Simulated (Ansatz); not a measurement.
H3OSSi (`O[SiH2][S]`) radical. The species carries charge 0 and has multiplicity 2.

Z-matrix (Å, degrees):
```
Si
S 1 2.114
O 1 1.639 2 115.7
H 1 1.479 2 110.7 3 -119.1
H 1 1.491 2 101.6 3 122.1
H 3 0.959 1 117.8 2 48.7
```

Q: Give the diagnostics of a CCSD(T)/def2-TZVPP run (frozen core, the Gaussian-basis code of Ansatz). (An estimate is asked.)

A: Computed: T1 = 0.0143, largest single amplitude 0.034, largest double 0.030, (T) share of the correlation energy 3.6 %, 18 CCSD cycles. ⟨S²⟩ of the UHF reference is 0.763 against 0.75 for a pure state. T1 lies under the customary mark of 0.045 for open shells.
